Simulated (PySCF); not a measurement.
Below is a simulated gas-phase C 1s photoelectron spectrum of `C=C=CCCl`.

Every computed line was given a Gaussian of 0.5 eV full width at half maximum and an area set by the number of equivalent atoms; the highest printed point is 100. Level of theory: delta-SCF UKS SCAN, pcX-2 on the ionised atom, pcseg-1 elsewhere, spin-free X2C in PySCF 2.14.0.

binding energy (eV), intensity and a bar:
```
    290.0          0 
    290.1          1 
    290.2          2 #
    290.3          8 ##
    290.4         19 ######
    290.5         39 ############
    290.6         65 ###################
    290.7         89 ###########################
    290.8        100 ##############################
    290.9         94 ############################
    291.0         74 ######################
    291.1         48 ##############
    291.2         27 ########
    291.3         12 ####
    291.4          5 #
    291.5          1 
    291.6          0 
    291.7          0 
    291.8          1 
    291.9          2 #
    292.0          5 ##
    292.1         12 ####
    292.2         22 #######
    292.3         32 #########
    292.4         36 ###########
    292.5         34 ##########
    292.6         25 #######
    292.7         15 ####
    292.8          7 ##
    292.9          3 #
    293.0          1 
    293.1          0
```

Question: How many maxima does the curve show, and how many computed lines lie under it?

Answer: The curve has 2 maxima (at 290.8 and 292.4 eV). Under it lie 4 lines from 4 inequivalent carbon sites. At this width some lines have no maximum of their own.

Question: Decompose the envelope and assign each component. Numbering: `[CH2:1]=[C:2]=[CH:3][CH2:4][Cl:5]`.

Answer: 
| position (eV) | relative area | line | atoms | environment |
| --- | --- | --- | --- | --- |
| 290.74 | 1 | C 1s | C1 | outer carbon of cumulated double bonds |
| 290.78 | 1 | C 1s | C2 | central carbon of cumulated double bonds |
| 290.95 | 1 | C 1s | C3 | outer carbon of cumulated double bonds |
| 292.41 | 1 | C 1s | C4 | sp3 C–Cl carbon |

Question: What are the centre and the root-mean-square width of the whole band?

Answer: The area-weighted mean of the lines is 291.22 eV. Their own spread about it is 0.69 eV (rms) and each Gaussian has σ = 0.5/2.355 = 0.21 eV; the variances add, which gives 0.73 eV.

Lowest listed C 1s: C1, bonded to C (double bond) and 2 H. Highest, 1.67 eV above it: C4, bonded to Cl, C and 2 H. The widest gap between neighbouring values is 1.46 eV, between 290.95 and 292.41 eV. The values 290.74 and 290.78 eV lie too close for their order to be trusted.

The curve has no shake-up lines and no vibrational structure. Spin contamination (⟨S²⟩ against 0.75 for a pure doublet) is marked for C 1s of C2 (0.86), which makes this value less certain. One conformer (not necessarily the lowest) at the GFN2-xTB geometry, without solvent, vibrations or thermal averaging.

Shape of the structure used: `[CH2:1]=[C:2]=[CH:3][CH2:4][Cl:5]`: C2–C3–C4–Cl5 -109°.
